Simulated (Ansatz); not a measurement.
System: CsCl-type TlCl. Method: B3LYP (VWN-RPA form) (PAW; Ansatz, a program for electronic structure).

Numerical settings: plane-wave cutoff 460 eV, 8×8×8 k mesh, Fermi–Dirac smearing 0.01 eV, scalar-relativistic PAW data made under PBE.

Cell (relaxed at this level):

```
TlCl
1.0
    3.97686     0.00000     0.00000
    0.00000     3.97686     0.00000
    0.00000     0.00000     3.97686
Tl Cl
1 1
Direct
  0.00000   0.00000   0.00000
  0.50000   0.50000   0.50000
```

Problem. Give the computed bulk modulus, band gap, Γ–Γ gap and pressure derivative B′ of the bulk modulus.

Solution. 
- bulk modulus: 19.8 GPa
- band gap: 3.59 eV (on the SCF k mesh)
- Γ–Γ gap: 10.13 eV
- pressure derivative B′ of the bulk modulus: 5.1

Note: the cell is over a tenth larger than the published one (another phase or state, or a fault of the published cell, is possible).

Spin–orbit coupling is not included; with these elements it can move the gap by several tenths of an eV or more.

Computed values are for the static lattice.

Computing time: about 30 core-minutes (a rough figure).
